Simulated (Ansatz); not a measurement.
For Ga₂O₃ (C2/m, No. 12), rVV10 in Ansatz (plane waves, PAW) gives:

```
Property                       Result
---------------------  --------------
volume per atom         11.05 Å³/atom
enthalpy of formation  -1.973 eV/atom
```

What does r²SCAN (Ansatz, a quantum-chemistry and plane-wave program, plane waves, PAW) give for the same quantities?


- equilibrium volume per atom: 10.50 Å³/atom (drops by 5.0 %)
- formation enthalpy: -2.087 eV/atom (moves by -0.114 eV/atom)

Changes are worked out from the printed values.

Unless a cell is named, each level is at its own relaxed cell (rVV10 11.05, r²SCAN 10.50 Å³/atom).

Caveats: the relaxation could not lower the start's symmetry, so the cell can be a saddle point above a distorted one (rVV10, r²SCAN). Ansatz's density-functional and Hartree–Fock values are scalar-relativistic unless marked +SOC, with PAW data made under PBE.
